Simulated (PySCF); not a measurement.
Compound: N-vinylformamide, C₃H₅NO.
Structure used (PBE0-D3(BJ)/def2-SVP), in Å, numbered top down from 1:
```
atom  x, y, z in Å
C1    -1.7859    0.1901   -0.3417
C2    -0.5973    0.1891    0.2688
N3     0.5985   -0.2035   -0.3166
C4     1.7933   -0.2062    0.3514
O5     1.9431    0.1283    1.4996
H6    -1.9078   -0.1295   -1.3808
H7    -2.6755    0.5174    0.1966
H8    -0.4665    0.5060    1.3067
H9     0.5925   -0.5119   -1.2817
H10    2.6303   -0.5564   -0.2979
```

Method: core-valence-separated Tamm–Dancoff BHandHLYP/aug-pcX-1 (pcseg-1 on H) in PySCF, non-relativistic, gas phase, PBE0-D3(BJ)/def2-SVP geometry. Absolute energies from this functional tend to lie a few eV below measured edges; no shift was applied.

The lowest roots of each edge with f over 0.003 (five at most, numbered afresh; weaker and dark ones are left out), with transition dipoles (au) in the frame of the coordinates:

```csv
root,edge,E (eV),μx,μy,μz
1,C,282.79,0.0142,0.0822,-0.0268
2,C,283.72,-0.0157,-0.0917,0.0297
3,C,284.66,0.0176,0.1020,-0.0324
4,C,285.54,-0.0228,-0.0058,-0.0302
5,C,286.03,-0.0312,0.0193,0.0430
6,N,400.27,0.0070,0.0406,-0.0131
7,N,400.62,0.0023,0.0151,0.0478
8,N,401.52,-0.0069,-0.0393,0.0128
9,O,529.27,-0.0094,-0.0546,0.0173
10,O,534.89,-0.0166,0.0060,0.0097
```

What are the oscillator strengths?

f = (2/3) ΔE |μ|², with ΔE in hartree (27.2114 eV):

```json
{"root": "1", "ΔE (Eh)": "10.3923", "|μ|² (au)": "0.007680", "f": "0.053", "core hole on": "C1"}
{"root": "2", "ΔE (Eh)": "10.4265", "|μ|² (au)": "0.009532", "f": "0.066", "core hole on": "C2"}
{"root": "3", "ΔE (Eh)": "10.4611", "|μ|² (au)": "0.011758", "f": "0.082", "core hole on": "C4"}
{"root": "4", "ΔE (Eh)": "10.4934", "|μ|² (au)": "0.001467", "f": "0.010", "core hole on": "C1"}
{"root": "5", "ΔE (Eh)": "10.5113", "|μ|² (au)": "0.003194", "f": "0.022", "core hole on": "C1"}
{"root": "6", "ΔE (Eh)": "14.7098", "|μ|² (au)": "0.001872", "f": "0.018", "core hole on": "N3"}
{"root": "7", "ΔE (Eh)": "14.7224", "|μ|² (au)": "0.002516", "f": "0.025", "core hole on": "N3"}
{"root": "8", "ΔE (Eh)": "14.7555", "|μ|² (au)": "0.001756", "f": "0.017", "core hole on": "N3"}
{"root": "9", "ΔE (Eh)": "19.4504", "|μ|² (au)": "0.003365", "f": "0.044", "core hole on": "O5"}
{"root": "10", "ΔE (Eh)": "19.6568", "|μ|² (au)": "0.000404", "f": "0.005", "core hole on": "O5"}
```

What is the unit vector of the normal of the molecular plane, and which share of each root's |μ|² lies along it?

(-0.16, -0.94, 0.30), up to sign.

| root | core hole on | share along it | final orbital under reflection in the plane |
| --- | --- | --- | --- |
| 1 | C1 | 1.00 | odd |
| 2 | C2 | 1.00 | odd |
| 3 | C4 | 1.00 | odd |
| 4 | C1 | 0.00 | even |
| 5 | C1 | 0.00 | even |
| 6 | N3 | 1.00 | odd |
| 7 | N3 | 0.00 | even |
| 8 | N3 | 1.00 | odd |
| 9 | O5 | 1.00 | odd |
| 10 | O5 | 0.00 | even |

The 1s orbitals of atoms in the plane are even under the reflection, so light polarised along the normal reaches odd orbitals alone (the out-of-plane π set) and light polarised in the plane even ones.

For fixed molecules, how does the intensity of root 1 change when the electric field is turned 45° away from the normal of the molecular plane?

Intensity goes as (E·μ)², and μ lies along that direction, so it falls to cos²45° = 0.50 of its maximum; it vanishes at 90°.

Molecules are fixed in this frame and the field points along z. What effective strengths 3 f cos²θ do the roots have (θ between field and μ)?

root 1 (C1): 0.015, root 2 (C2): 0.018, root 3 (C4): 0.022, root 4 (C1): 0.019, root 5 (C1): 0.039, root 6 (N3): 0.005, root 7 (N3): 0.067, root 8 (N3): 0.005, root 9 (O5): 0.012, root 10 (O5): 0.004. Root 7 is the strongest. Averaged over all orientations cos²θ is 1/3, which gives f back.

One conformer stands for the species.
